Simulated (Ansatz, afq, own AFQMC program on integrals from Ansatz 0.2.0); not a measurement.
## CH2B, doublet: AFQMC among the cluster methods

```yaml
atoms:
  - { symbol: B, position_ang: [0.0000, 0.0000, 0.7656] }
  - { symbol: C, position_ang: [0.0000, 0.0000, -0.5084] }
  - { symbol: H, position_ang: [0.0000, -0.9252, -1.0768] }
  - { symbol: H, position_ang: [0.0000, 0.9252, -1.0768] }
```

Connectivity, by distances: B–CH2.

Basis cc-pVDZ. Noble-gas cores (and the filled d shells of Ga–Kr and In–Xe) are frozen. Ansatz 0.2.0 and our own AFQMC program on the same integrals; the CISD trial comes from CCSD amplitudes, and released means the phaseless constraint is let go. Free AFQMC starts from the CCSD state and is never constrained. Its projection time is finite, and what remains of the start isn't in its error. Uncertainties: one standard error, sampling alone.

Determinant: UHF, the one that the program's search chose, which needn't be the lowest solution. The geometry is a point of a scan.

No full CI on the walks' own integrals is used here; CCSDT(Q) serves as the reference and is uncertain by about the last step of the cluster series.

Cautions: unrestricted determinant slightly spin contaminated (⟨S²⟩ 0.82 against 0.75).

```
T1 diagnostic                               : 0.0282
weight of the determinant in the CISD state : 0.892
⟨S²⟩ of the determinant                     : 0.816
size of the correlated space                : 9 electrons in 36 orbitals
```

| level | correlation energy (eV) |
| --- | --- |
| MP2 | -4.8938 |
| CCSD | -5.6000 |
| CCSD(T) | -5.7908 |

Estimate where phaseless AFQMC with the Hartree–Fock trial lies against CCSD(T) on the same integrals.

2.81 ± 1.85 mEh below CCSD(T). The gap is under twice the noise, so this walk alone can't tell the two apart.

Reference: CCSDT(Q), correlation energy -5.828 eV. The released energy is read at 2.40 1/Eh (meV from the phaseless value at times in 1/Eh: -24 ± 13 at 0.24, -27 ± 14 at 0.51, -24 ± 12 at 0.99, -44 ± 12 at 1.62, -21 ± 16 at 2.40).

```csv
level,E − E(reference) (mEh),share of correlation (%)
CCSD(T),1.38,99.36
CCSDT,0.44,99.79
ph-AFQMC/HF,-1.43 ± 1.85,100.67
ph-AFQMC/CISD,0.84 ± 0.36,99.61
released AFQMC,0.06 ± 0.59,99.97
free AFQMC,-0.21 ± 0.91,100.10
```

Free projections are given only where their last times agree within the noise and don't stop above the reference; a slow remainder of the start can still hide under it. A walk keeps the symmetry of its determinant, which the program's search chose and which needn't be the lowest solution, so a lower state of the same spin and another symmetry isn't excluded. Released energies are given only where the last usable release times agree within the noise; a slower fall can still hide under it.
